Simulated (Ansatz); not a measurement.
# C2H5FS2: a ladder of functionals and wavefunction methods

One table from this session's results is given with a row withheld; the runs are named, their logs left out.

Program: Ansatz 0.2.0, Gaussian basis. Level of theory: functionals in def2-TZVPP, the program's frozen cores in correlated methods. These are calculated values, not measurements.

The runs, in order: LDA (SPW92), PBE-D4, revPBE-D4, BLYP-D4, r2SCAN-D4, B97M-V, PBE0-D4, B3LYP-D4, r2SCANh-D4, r2SCAN0-D4, HSE06-D4, BHLYP-D4, CAM-B3LYP-D4, LC-ωPBE, ωB97X-V, ωB97M-V, B2PLYP, PBE-QIDH; CCSD(T)/def2-SVP; CCSD(T)/def2-TZVPP; MP2/def2-QZVPP; extrapolation to the limit; RPA on PBE.

### The geometry

The geometry comes from an earlier relaxation with PBE0-D4 in a triple-zeta def2 set; it is a stationary point, not always the lowest conformer.

10 atoms, charge 0, spin multiplicity 1.

Atoms are counted from 1 here; the program's logs count them from 0.

Bond lengths: F1–C2 1.379 Å, C2–S3 1.778 Å, C2–H6 1.093 Å, C2–H7 1.092 Å, S3–C4 1.805 Å, C4–S5 1.805 Å, C4–H8 1.090 Å, C4–H9 1.091 Å, S5–H10 1.343 Å. Angles: F1–C2–S3 112.7°, F1–C2–H6 108.0°, F1–C2–H7 108.8°, S3–C2–H6 109.6°, S3–C2–H7 106.8°, H6–C2–H7 110.8°, C2–S3–C4 99.9°, S3–C4–S5 116.8°, S3–C4–H8 105.8°, S3–C4–H9 109.7°, S5–C4–H8 110.7°, S5–C4–H9 105.7°, H8–C4–H9 107.9°, C4–S5–H10 96.4°.

The first run:

in.yaml reads:

```yaml
crystal:
  periodic: [false, false, false]
  atoms:
    - {symbol: F, position_ang: [-1.677025, -0.347129, 1.543428]}
    - {symbol: C, position_ang: [-0.669383, 0.561495, 1.295553]}
    - {symbol: S, position_ang: [0.882912, -0.219816, 0.918702]}
    - {symbol: C, position_ang: [0.520984, -0.846392, -0.734658]}
    - {symbol: S, position_ang: [0.149973, 0.380756, -2.005955]}
    - {symbol: H, position_ang: [-0.978353, 1.188351, 0.455401]}
    - {symbol: H, position_ang: [-0.510763, 1.164687, 2.191690]}
    - {symbol: H, position_ang: [1.383457, -1.448134, -1.019661]}
    - {symbol: H, position_ang: [-0.348165, -1.503966, -0.695719]}
    - {symbol: H, position_ang: [1.329563, 1.019049, -1.945881]}
basis:
  gaussian: {orbitals: def2-TZVPP}
hamiltonian: {xc: lda}
output: {orbitals: {seedname: orbitals}}
```

Steps of the session up to this table: LDA; PBE-D4 (GGA); revPBE-D4 (GGA); BLYP-D4 (GGA); r2SCAN-D4 (meta-GGA); B97M-V (meta-GGA); PBE0-D4 (hybrid); B3LYP-D4 (hybrid); r2SCANh-D4 (hybrid); r2SCAN0-D4 (hybrid); HSE06-D4 (hybrid); BHLYP-D4 (hybrid); CAM-B3LYP-D4 (range-separated); LC-ωPBE (range-separated); ωB97X-V (range-separated); ωB97M-V (range-separated); B2PLYP (double hybrid); PBE-QIDH (double hybrid).

One table of the session follows, with a row left open; its other results are not shown here.

It belongs to the step «Frontier levels by functional». 

| functional | HOMO (eV) | gap (eV) |
| --- | --- | --- |
| LDA (SPW92) | -5.94 | 4.68 |
| PBE-D4 | -5.80 | 4.72 |
| revPBE-D4 | -5.74 | 4.75 |
| BLYP-D4 | ? | ? |
| r2SCAN-D4 | -6.05 | 5.24 |
| B97M-V | -6.14 | 5.28 |
| PBE0-D4 | -7.01 | 6.90 |
| B3LYP-D4 | -6.78 | 6.40 |
| r2SCANh-D4 | -6.50 | 6.04 |
| r2SCAN0-D4 | -7.18 | 7.23 |
| HSE06-D4 | -6.61 | 6.12 |
| BHLYP-D4 | -8.11 | 8.95 |
| CAM-B3LYP-D4 | -8.35 | 9.30 |
| LC-ωPBE | -9.74 | 11.95 |
| ωB97X-V | -9.37 | 11.40 |
| ωB97M-V | -9.20 | 11.00 |

**Question.** Estimate the row for BLYP-D4.

Worked estimate for «HOMO (eV)». Against the share of exact exchange, B3LYP-D4 (0.2, -6.78), BHLYP-D4 (0.5, -8.11) give a slope of -4.43 per unit share; at 0 the line stands at -5.89.

As computed: HOMO (eV): -5.64; gap (eV): 4.67. In «HOMO (eV)» the line misses by -0.25.
